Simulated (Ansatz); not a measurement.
## How far each method lies from full CI for BSiH2 (H-bridged), doublet

Geometry: a point of a stretch scan, not a stationary point.

```yaml
atoms:
  - { symbol: Si, position_ang: [0.0000, -0.0046, 0.6051] }
  - { symbol: B, position_ang: [0.0000, -0.0771, -1.2377] }
  - { symbol: H, position_ang: [0.0000, 1.1513, -0.7499] }
  - { symbol: H, position_ang: [0.0000, -0.1975, -2.8342] }
```

Basis 6-31G; Ansatz 0.2.0. Only valence electrons are correlated (noble-gas cores frozen), which leaves 9 electrons in 20 orbitals. R marks a restricted (for open shells ROHF) determinant, U an unrestricted one. Active spaces: valence = (9e, 10o) chosen from the atoms' valence shells; pair = (3e, 3o) about the gap.

Full CI is exact within this basis and frozen core; it isn't the basis-set limit. The frozen core follows each run's orbitals, which can shift R against U totals by a few meV.

For open shells CISD is restricted-active-space CI with the open shells as a complete middle space.

* UHF ⟨S²⟩: 0.760
* T1 diagnostic (RCCSD): 0.0277
* largest doubles amplitude (RCCSD): 0.067
* T1 diagnostic (UCCSD): 0.0260

```csv
level,E − E(full CI) (kJ/mol),share of correlation (%),wall time
RHF,356.7,0.00,–
UHF,353.5,0.89,–
RMP2,91.6,74.32,–
UMP2,91.0,74.49,–
CISD,38.3,89.25,0.39 s
RCCSD,15.6,95.62,–
UCCSD,15.5,95.64,–
RCCSD(T),3.6,98.98,0.61 s
UCCSD(T),3.6,98.99,0.61 s
BCCD(T),3.6,98.99,0.66 s
RCCSDT,0.7,99.81,–
UCCSDT,0.6,99.82,–
RCCSDT(Q),0.2,99.95,2.8 s
UCCSDT(Q),0.1,99.97,2.5 s
RCCSDTQ,0.1,99.99,9 s (H100)
UCCSDTQ,0.0,99.99,10 s (H100)
CASSCF (pair space),291.1,18.39,–
NEVPT2 (pair space),73.3,79.45,0.48 s
MRCISD (pair space),27.4,92.33,–
MRCISD+Q (pair space),3.4,99.05,0.75 s
CASSCF (valence space),85.6,76.01,–
NEVPT2 (valence space),23.2,93.48,4 s
MRCISD (valence space),2.8,99.20,–
MRCISD+Q (valence space),0.9,99.74,6 s (H100)
MRCISD+Q(relaxed) (valence space),-0.2,100.05,5.5 s (H100)
```

The correlation energy at full CI, counted from RHF, is -3.697 eV. That run took 6 s on 2 threads of AMD EPYC 7R13 with a shared H100 80 GB, shared host over 37,560,336 determinants.

Times hold each run's SCF and search for its determinant on a shared host, so for small cases they say little of a method's own cost; rows without a card ran on 1 thread of AMD EPYC 7R13.

The full-CI state has the irrep A'' of Cs, in the program's axes.

Natural occupations of full CI about the gap: 1.972 1.937 1.932 1.926 0.979 0.069 0.057 0.043 0.028 0.025; effectively unpaired electrons, Σ n²(2−n)², 1.10.
